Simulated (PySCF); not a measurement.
NMR data simulated for an unnamed compound:

1H NMR (400 MHz, computed): δ 5.66 (s, 4H).

13C{1H} NMR (computed): δ 146.7 (CH).

PySCF 2.14 calculation with coordinates at the GFN2-xTB level and shieldings: GIAO PBE0/pcSseg-1; single conformer, non-relativistic Hamiltonian, in vacuum, one averaged value for each set of equivalent atoms.

References, each an isolated molecule treated in the same way: 1H (σref 31.72) and 13C (σref 186.93) against TMS.

Question: Which of these does the molecule contain: a non-aromatic C=C double bond, a Si–CH3 group, a heteroaromatic ring, a CF3 group?

Answer: 
- A non-aromatic C=C double bond: yes.
- A Si–CH3 group: no.
- A heteroaromatic ring: no.
- A CF3 group: no.

The data belong to Cyclobutadiene (SMILES C1=CC=C1); they needn't prove each group on their own.

Carbon signals by region: 1 in the sp2 and nitrile region (100–160 ppm).

Shifts are as computed. Against solution values, carbons near 30 ppm lie about +3 ppm off and those near 130 ppm about +5 ppm. Of 1211 compounds with measured shifts, 218 miss one by over three times the rms of a fit or turn the order of signals round; such compounds aren't used in these exercises.
